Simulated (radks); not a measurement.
**Li²⁺ inside a hard spherical wall**

Aim: energy, levels and pressure of Li²⁺ as a wall, at which all orbitals vanish, closes in. The configuration stays 1s1.

Program: radks (a radial shooting solver on a logarithmic mesh, Libxc functionals) version 1. Level of theory: scalar-relativistic Kohn-Sham, r2SCAN, spin-polarised, spherical densities, finite nucleus; open shells are filled with parallel spins first. These are calculated values, not measurements, unless marked.

## Step 1: Starting point

```
element            : lithium (Z = 3)
charge             : +2
electrons          : 1
configuration      : 1s1
nuclear rms radius : 2.444 fm
```

The outer shells:

Li²⁺
```
1s [↑ ]
```

## Step 2: The free atom

The run's settings:

```text
Z 3
configuration 1s1 2s0 2p0
relativity scalar-relativistic
functional r2scan,r2scan
spin polarised
nucleus finite rms 2.444 fm
c 137.035999084
```

## Step 3: Wall at 20 bohr

Changes since step 2:

```diff
@@ -6,2 +6,3 @@
 nucleus finite rms 2.444 fm
+wall 20 bohr
 c 137.035999084
```

## Step 4: Wall at 12 bohr

Changes since step 3:

```diff
@@ -6,3 +6,3 @@
 nucleus finite rms 2.444 fm
-wall 20 bohr
+wall 12 bohr
 c 137.035999084
```

## Step 5: Wall at 10 bohr

Changes since step 4:

```diff
@@ -6,3 +6,3 @@
 nucleus finite rms 2.444 fm
-wall 12 bohr
+wall 10 bohr
 c 137.035999084
```

## Step 6: Wall at 8 bohr

Changes since step 5:

```diff
@@ -6,3 +6,3 @@
 nucleus finite rms 2.444 fm
-wall 10 bohr
+wall 8 bohr
 c 137.035999084
```

## Step 7: Wall at 7 bohr

Changes since step 6:

```diff
@@ -6,3 +6,3 @@
 nucleus finite rms 2.444 fm
-wall 8 bohr
+wall 7 bohr
 c 137.035999084
```

## Step 8: Wall at 5 bohr

Changes since step 7:

```diff
@@ -6,3 +6,3 @@
 nucleus finite rms 2.444 fm
-wall 7 bohr
+wall 5 bohr
 c 137.035999084
```

## Step 9: Wall at 2.5 bohr

Changes since step 8:

```diff
@@ -6,3 +6,3 @@
 nucleus finite rms 2.444 fm
-wall 5 bohr
+wall 2.5 bohr
 c 137.035999084
```

## Step 10: Wall at 1.5 bohr

Changes since step 9:

```diff
@@ -6,3 +6,3 @@
 nucleus finite rms 2.444 fm
-wall 2.5 bohr
+wall 1.5 bohr
 c 137.035999084
```

What does the calculation give? Wanted: for each run, R; E − E(free); ε(1s); ε(2s, empty); ε(2p, empty); pressure.

The runs gave:

```
R (bohr)  E − E(free) (eV)  ε(1s) (eV)  ε(2s, empty) (eV)  ε(2p, empty) (eV)  pressure (GPa)
    free             0.000     -105.63                  -                  -               0
      20             0.000     -105.63                  -                  -        < 0.0001
      12             0.000     -105.63                  -                  -        < 0.0001
      10             0.000     -105.63                  -                  -        < 0.0001
       8             0.000     -105.63                  -                  -        < 0.0001
       7             0.000     -105.63                  -                  -        < 0.0001
       5             0.000     -105.63                  -                  -        < 0.0001
     2.5             0.017     -105.59              2.098             -4.818            1.16
     1.5             1.973     -102.68             83.768             35.837             343
```

Eigenvalues are for spin up. At the tightest wall, 1.5 bohr, the energy stands 1.973 eV above the free atom and the pressure, −dE/dV, is 343 GPa. Of the levels in the table that exist at both ends, 1s rises most from the free atom (2.948 eV). Shells are not refilled when levels cross, and a hard wall is a model, not a crystal.
